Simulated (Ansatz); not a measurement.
The input, for Ansatz 0.2.0:

```yaml
crystal:
  periodic: [false, false, false]
  atoms:
    - {symbol: C, position_ang: [0.000000, 0.000000, -0.034928]}
    - {symbol: C, position_ang: [0.000000, 0.000000, -1.235144]}
    - {symbol: H, position_ang: [0.000000, 0.000000, 1.270072]}
basis:
  gaussian: {orbitals: aug-cc-pVTZ}
magnetization: {spin_polarized: false, initial_magnetization: 1}
correlation: {method: fci, electrons: all}
```

```sh
$ ansatz run in.yaml --threads 1 --pin off --events-out ev --progress --plain --max-ram 2393MiB
```

Problem. One thing in this input was set wrong on purpose, beside settings that are merely unusual. What is the gravest fault, and what does the program do?

Solution. Too large for memory. How the run ends: out of memory.
```
1294 factors; integrals over basis functions are off by at most 2.4e-7 eV
mean field evaluation 1: about -2069.4841 eV, gradient 2.0e1 eV
mean field evaluation 2: about -2069.4882 eV, gradient 2.0e1 eV
mean field evaluation 4: about -2071.5537 eV, gradient 3.0e0 eV
mean field evaluation 8: about -2071.6106 eV, gradient 8.1e-2 eV
mean field evaluation 16: about -2071.4946 eV, gradient 3.2e-2 eV
mean field evaluation 32: about -2071.6107 eV, gradient 2.0e-6 eV
mean field -2071.61067278 eV, -76.1302880367 hartree, gradient 2.0e-6 eV, S^2 0.750000; 6 other end points of the search recorded, 0 dependent functions left out
mean field evaluation 64: about -2071.5950 eV, gradient 2.8e-4 eV
reference -2071.61067278 eV, -76.1302880367 hartree; 7, 6 occupied and 108, 109 virtual orbitals, 1294 factors
Error: with its determinants' occupation strings, the run needs 3057.61 GiB of memory, and 2.33 GiB are given
refused for memory
```
